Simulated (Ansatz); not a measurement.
How far each method lies from UCCSDT(Q) for SiP, sextet

Geometry: that of the SiP, quartet, kept fixed. The quartet lies 1.4 eV lower here.

```xyz
2

Si    0.0000    0.0000    0.0000
P     0.0000    0.0000    2.3430
```

Basis cc-pVTZ; Ansatz 0.2.0. Correlated methods freeze the noble-gas cores, which leaves 9 electrons in 58 orbitals. R marks a restricted (for open shells ROHF) determinant, U an unrestricted one. Active spaces: valence = (9e, 8o) chosen from the atoms' valence shells.

Full CI isn't at hand for all of this; UCCSDT(Q) serves as the reference, and is uncertain by about the last step of the cluster series. The frozen core follows each run's orbitals, which can shift R against U totals by a few meV.

For open shells CISD is restricted-active-space CI with the open shells as a complete middle space.

- UHF ⟨S²⟩: 8.769
- T1 diagnostic (RCCSD): 0.0316
- largest doubles amplitude (RCCSD): 0.076
- T1 diagnostic (UCCSD): 0.0340

| level | E − E(UCCSDT(Q)) (kcal/mol) | share of correlation (%) | wall time |
| --- | --- | --- | --- |
| RHF | 127.10 | 0.00 | – |
| UHF | 123.47 | 2.86 | – |
| RMP2 | 26.37 | 79.25 | – |
| UMP2 | 27.85 | 78.09 | – |
| CISD | 11.64 | 90.84 | 13 s |
| RCCSD | 7.58 | 94.04 | – |
| UCCSD | 7.44 | 94.14 | – |
| RCCSD(T) | 1.41 | 98.89 | 3.6 s |
| UCCSD(T) | 1.39 | 98.90 | 3.4 s |
| BCCD(T) | 1.42 | 98.89 | 4.2 s |
| RCCSDT | 0.43 | 99.66 | – |
| UCCSDT | 0.35 | 99.72 | – |
| RCCSDT(Q) | 0.07 | 99.94 | 71 s |
| CASSCF (valence space) | 113.70 | 10.55 | – |
| NEVPT2 (valence space) | 27.37 | 78.47 | 3.3 s |
| MRCISD (valence space) | 13.10 | 89.69 | – |
| MRCISD+Q (valence space) | 2.57 | 97.97 | 5 s |
| MRCISD+Q(relaxed) (valence space) | 1.27 | 99.00 | 6 s |

The correlation energy at UCCSDT(Q), counted from RHF, is -5.512 eV. That run took 60 s on 1 thread of Intel Xeon Platinum 8259CL, shared host.

Times hold each run's SCF and search for its determinant on a shared host, so for small cases they say little of a method's own cost; they ran on 1 thread of Intel Xeon Platinum 8259CL.

Natural occupations of CASSCF (valence space) about the gap: 1.989 1.971 1.002 1.001 1.001 1.000 1.000 0.036; effectively unpaired electrons, Σ n²(2−n)², 5.01.
